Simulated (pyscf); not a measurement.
HCl (SMILES Cl) + Cl–Ge•(Cl)–Cl (SMILES [Cl][Ge]([Cl])[Cl]) → Cl–Ge•(Cl)–Cl (SMILES [Cl][Ge]([Cl])[Cl]) + HCl (SMILES Cl) (four-centre exchange; doublet surface; Cl–H, Cl–Ge broken, Cl–Ge, Cl–H formed). Single points on ωB97X-D3(BJ)/def2-SVP structures (PySCF, gas phase). Energies in eV from the separated reactants.

```csv
level,barrier,reaction energy
ωB97X-D3(BJ)/def2-TZVP,0.76,0.00
PBE/def2-TZVP,[?],0.00
r²SCAN/def2-TZVP,0.55,0.00
B3LYP-D3(BJ)/def2-TZVP,0.59,0.00
PBE0-D3(BJ)/def2-TZVP,[?],0.00
ωB97M-D3(BJ)/def2-TZVP,0.80,0.00
```

### Question
Some entries are withheld; supply them.

### Answer

- PBE/def2-TZVP, barrier: 0.42
- PBE0-D3(BJ)/def2-TZVP, barrier: 0.58

The functionals in the table span 0.37 eV in this barrier, from PBE to ωB97M-D3(BJ)/def2-TZVP. One saddle was located; it need not be the lowest between these sides. Elements up to Kr have no core potential and no relativistic terms here.
